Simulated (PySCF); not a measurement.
# Ionisation energy of N by level of theory

N [He] 2s2 2p3 (4S) → N⁺ [He] 2s2 2p2 (3P), as a difference of total energies. Calculation: PySCF 2.14, in aug-cc-pCVTZ-DK with one added diffuse shell each of s, p, d, f type (8s7p5d3f, 75 functions); the spin-free X2C one-electron Hamiltonian (Gaussian nucleus). Correlated levels: valence: 1s2 frozen; valence and next inner shell: nothing frozen. The calculations carry no spin-orbit coupling.

```
                                method  ionisation energy (eV)  plus first-order spin-orbit estimate  error of that sum (eV)
                                   UHF                  13.887                                13.875                  -0.659
                                   LDA                  15.001                                14.989                  +0.455
                                   PBE                  14.726                                14.715                  +0.181
                                  PBE0                  14.697                                14.685                  +0.151
                                r2SCAN                  14.801                                14.789                  +0.255
                                  BLYP                  14.496                                14.484                  -0.050
                                  BP86                  14.747                                14.735                  +0.201
                                  PW91                  14.796                                14.785                  +0.251
                               wB97X-V                  14.483                                14.471                  -0.063
                         MP2 (valence)                  14.582                                14.570                  +0.036
                     SCS-MP2 (valence)                  14.321                                14.309                  -0.225
    MP2 (valence and next inner shell)                  14.602                                14.591                  +0.057
SCS-MP2 (valence and next inner shell)                  14.335                                14.323                  -0.211
```

Reference: 14.534 eV (measured; NIST Atomic Spectra Database, ionization energies).

A first-order spin-orbit estimate (lowest level to lowest level, LS coupling) adds -0.012 eV.

Errors of the correlated levels include the incompleteness of this basis and the frozen core.
